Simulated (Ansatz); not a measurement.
Input file:

```yaml
crystal:
  periodic: [false, false, false]
  atoms:
    - {symbol: Ge, position_ang: [0.000000, -0.035816, 0.000000]}
    - {symbol: H, position_ang: [0.000000, 1.290582, -2.299173]}
    - {symbol: H, position_ang: [0.000000, 1.290582, 2.299173]}
basis:
  gaussian: {orbitals: cc-pVDZ}
magnetization: {spin_polarized: false, initial_magnetization: 2}
correlation: {active_space: {window: {electrons: 2, orbitals: 4}}}
output: {forces: true}
```

```sh
$ ansatz run in.yaml --threads 1 --pin off --events-out ev --progress --plain --max-ram 2393MiB
```

(1) Roughly how long does this take on 1 thread of Arm Neoverse V1, shared host, and how much host memory?

```
417 factors; integrals over basis functions are off by at most 8.3e-4 eV
mean field evaluation 1: about -56496.7312 eV, gradient 6.1e0 eV
mean field evaluation 2: about -56496.7327 eV, gradient 6.1e0 eV
mean field evaluation 4: about -56497.1427 eV, gradient 5.2e-1 eV
mean field evaluation 8: about -56497.1486 eV, gradient 4.6e-2 eV
mean field evaluation 16: about -56497.1486 eV, gradient 1.0e-5 eV
mean field evaluation 32: about -56497.1486 eV, gradient 8.2e-5 eV
mean field evaluation 64: about -56497.0038 eV, gradient 4.3e-1 eV
mean field evaluation 96: about -56497.9996 eV, gradient 1.4e-1 eV
mean field evaluation 128: about -56497.9836 eV, gradient 1.6e0 eV
mean field -56498.00021264 eV, -2076.2632120946 hartree, gradient 1.3e-6 eV, S^2 2.000000; 18 other end points of the search recorded, 0 dependent functions left out
reference -56498.00021264 eV, -2076.2632120946 hartree; 18, 16 occupied and 19, 21 virtual orbitals, 417 factors
state -56498.00698424 eV, -2076.2634609463 hartree
the calculation of the forces begins
WARN: the results are in doubt because the forces break the atoms' symmetry
Total energy: -56498.00698424 eV, -2076.2634609463 hartree
Atom 0 at     0.000000    -0.035816     0.000000 Å, force    -0.000000     1.222520    -2.271516 eV/Å
Atom 1 at     0.000000     1.290582    -2.299173 Å, force     0.000000    -1.266481     2.261879 eV/Å
Atom 2 at     0.000000     1.290582     2.299173 Å, force     0.000000     0.043961     0.009637 eV/Å
Dipole moment:    -0.000000    -0.353728     0.700298 e Å
In doubt: the forces break the atoms' symmetry
```

Results:

(1) 8 s wall and 0.17 GiB.
